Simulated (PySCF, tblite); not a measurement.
# C4H6Cl radical: geometry, infrared bands and EPR parameters

Aim: predict the infrared bands and EPR parameters of C4H6Cl radical (`ClC1C[CH]C1`).

Computed with tblite 0.8.0 and PySCF 2.14.0, with density-fitted response routines of our own, on a single molecule in the gas phase. Atoms count from 0, in the outputs and in this text.

## Step 1: The starting structure

11 atoms, charge 0, multiplicity 2; geometry from: force field or distance geometry start.

Bonds of the start (Å): Cl0–C1 1.75, C1–C2 1.52, C2–C3 1.51, C3–C4 1.51, C4–C1 1.50, C1–H5 1.10, C2–H6 1.12, C2–H7 1.10, C3–H8 1.13, C4–H9 1.10, C4–H10 1.11.

## Step 2: Geometry optimisation with GFN2-xTB

Job settings and geometry (Å):

```
{"job": {"kind": "relax", "xc": "GFN2-xTB", "basis": "xTB"}, "charge": 0, "multiplicity": 2}
Cl    -0.075400     2.350700    -0.211700
C     -0.002500     0.720100     0.424400
C      1.078500    -0.092700    -0.278400
C      0.006700    -1.107300    -0.573900
C     -1.084600    -0.175700    -0.101000
H      0.077300     0.600700     1.517800
H      1.502300     0.431700    -1.167100
H      1.879200    -0.390400     0.416500
H      0.063100    -1.971600     0.158300
H     -1.715700    -0.617300     0.686500
H     -1.723500     0.254600    -0.897400
```

Launch:

```sh
$ OMP_NUM_THREADS=1 python probes_run.py task.json out
```

This one command runs all jobs of the session in turn.

**Question.** This job is followed by: GFN2-xTB harmonic vibrations, gas phase; UKS B3LYP, pcH-1 on C Cl H, non-relativistic, mean-field spin-orbit, GIAO. What will the session give for the following? strongest single infrared mode (GFN2-xTB); zero-point energy (GFN2-xTB); g(iso) (B3LYP); ⟨S²⟩; largest a(iso) (averaged by class); surface potential, 1st and 99th percentile.

**Answer**, as computed:

| quantity | value |
| --- | --- |
| strongest single infrared mode (GFN2-xTB) | 3170 cm⁻¹, 44 km/mol |
| zero-point energy (GFN2-xTB) | 53.1 kcal/mol |
| g(iso) (B3LYP) | 2.00284 |
| ⟨S²⟩ | 0.754 (exact 0.75) |
| largest a(iso) (averaged by class) | 1H on H6, H10, 136.9 MHz |
| surface potential, 1st and 99th percentile | -0.75 V and 0.96 V |

**Reading.** Relaxing lowered the energy by 0.539 eV in 46 steps; the close pair that moved most is C3–H8, from 1.134 to 1.070 Å. No mode is imaginary among the 27: a minimum at this level. The strongest single mode, at 3170 cm⁻¹, moves mainly H8. GFN2-xTB is a fitted tight-binding method: band positions and strengths are rough. Its intensities can rank the bands wrongly. C3 carries the largest spin population, 1.01 e. The isotropic g lies 0.5 ppt above the free-electron value.
